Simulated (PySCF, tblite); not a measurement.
Bond stretch in NH, triplet.

- ROKS-r2SCAN = restricted open-shell r2SCAN/cc-pVDZ in PySCF 2.14.0
- ROKS-PBE0 = restricted open-shell PBE0/cc-pVDZ (PySCF 2.14.0)
- UKS-BHandHLYP = unrestricted BHandHLYP/cc-pVDZ (PySCF)
- CASSCF(6,5)/cc-pVDZ (PySCF)
- GFN2-xTB, 300 K electronic temperature (tblite)

Energies are in kJ/mol, each relative to the lowest point of its own curve near equilibrium.

```tsv
R / Å	ROKS-r2SCAN	ROKS-PBE0	UKS-BHandHLYP	CASSCF(6,5)	GFN2-xTB
0.83	144.2	143.4	135.6	148.3	114.3
0.89	66.0	65.3	59.8	69.0	…
0.94	27.9	27.3	…	30.1	15.3
0.99	7.5	7.1	5.4	8.8	1.9
1.01	3.2	2.9	1.9	4.1	0.0
1.04	0.0	0.0	0.0	…	0.1
1.07	0.2	0.5	1.5	0.0	3.1
1.10	3.2	3.8	5.8	2.3	8.4
1.14	10.6	11.7	…	8.6	18.1
1.20	27.3	29.3	34.3	23.3	36.6
1.29	60.4	64.0	71.2	52.0	69.6
1.42	116.1	122.4	131.4	97.9	121.7
1.55	173.9	183.1	188.8	140.8	174.8
1.72	245.7	259.0	245.0	…	240.9
1.86	299.5	316.0	274.4	211.8	289.5
2.09	375.6	397.5	…	236.9	355.8
2.31	434.7	461.7	314.8	248.0	404.4
2.53	481.9	513.8	321.8	252.9	440.8
2.78	523.4	560.8	326.2	255.4	470.2
3.15	566.5	611.4	329.5	256.8	—
3.61	598.7	651.6	331.1	257.4	—
4.21	619.0	680.4	331.8	257.6	—
```

Problem. Fill in the missing entries.

Solution. 
- 0.89, GFN2-xTB: 45.5
- 0.94, UKS-BHandHLYP: 23.7
- 1.04, CASSCF(6,5): 0.4
- 1.14, UKS-BHandHLYP: 15.0
- 1.72, CASSCF(6,5): 185.7
- 2.09, UKS-BHandHLYP: 301.7

Dashes: no converged value, or the column stops at the first point that the program doubted or that broke a chosen test of continuity, which isn't proof of a fault.

The unrestricted determinant behind UKS-BHandHLYP is spin-contaminated at 1.55 to 4.21 Å (<S²> up to 3.0, against 2.00 for a pure triplet).
